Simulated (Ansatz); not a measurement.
# How far each method lies from UCCSDT(Q) for H2Ge–GeH2, triplet

Geometry: displaced at random from a stationary point.

```xyz
6

Ge    0.0205    0.0078    1.2343
Ge    0.0197   -0.0083   -1.2321
H    -0.6421    1.3033    1.7534
H    -0.7449   -1.2641    1.7832
H    -0.7873    1.2566   -1.8692
H    -0.7236   -1.2609   -1.8320
```

Basis cc-pVDZ; Ansatz 0.2.0. Only valence electrons are correlated (noble-gas cores and the filled d shells of p-block atoms frozen), which leaves 12 electrons in 46 orbitals. R marks a restricted (for open shells ROHF) determinant, U an unrestricted one. No spin–orbit coupling is included, and no scalar relativity.

Full CI isn't at hand for all of this; UCCSDT(Q) serves as the reference, and is uncertain by about the last step of the cluster series. The frozen core follows each run's orbitals, which can shift R against U totals by a few meV for light atoms and by up to 0.1 eV past Ca.

The UHF ⟨S²⟩ is 2.010 and the T1 diagnostic (RCCSD) is 0.0177. The largest doubles amplitude (RCCSD) is 0.034 and the T1 diagnostic (UCCSD) is 0.0130.

```tsv
level	E − E(UCCSDT(Q)) (kcal/mol)	share of correlation (%)	wall time
UHF	132.06	1.74	–
UMP2	30.35	77.41	–
UCCSD	4.12	96.94	–
UCCSD(T)	0.90	99.33	3.1 s
UCCSDT	0.13	99.91	–
```

The correlation energy at UCCSDT(Q), counted from RHF, is -5.828 eV. That run took 87 s on 1 thread of Arm Neoverse V2, shared host.

Run but not shown, since their state or frozen core can't be matched to the reference's or they repeat it: RHF, RMP2, CISD, RCCSD, RCCSD(T), BCCD(T), RCCSDT, RCCSDT(Q).

Times hold each run's SCF and search for its determinant on a shared host, so for small cases they say little of a method's own cost; they ran on 1 thread of Arm Neoverse V2.
